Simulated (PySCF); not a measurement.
Gas-phase reaction: (CH3)2SiH2 + C3H4 (propyne) ⇌ (CH3)2Si + C3H6 (cyclic)

Energies from PySCF, thermal terms from the rigid-rotor harmonic-oscillator model, ideal gas at 1 bar. † marks an energy on the PBE0/def2-TZVP geometry and frequencies. CCSD(T) freezes the core. All species are closed-shell singlets. (CH3)2Si: computed as isolated molecules; such fragments, hydroxides, amides, oligomers or adducts are transient or little studied in the gas. CCSD(T) isn't extrapolated to the basis-set limit.

```csv
level,"ΔH°(298 K), kJ"
CCSD(T)/def2-SVP†,…
HF/def2-TZVP†,124
PBE0/def2-QZVP†,76
r2SCAN/def2-TZVP†,…
ωB97X-V/def2-TZVP†,88
```

Fill in the missing entries.


- CCSD(T)/def2-SVP†, ΔH°(298 K), kJ: 88
- r2SCAN/def2-TZVP†, ΔH°(298 K), kJ: 98
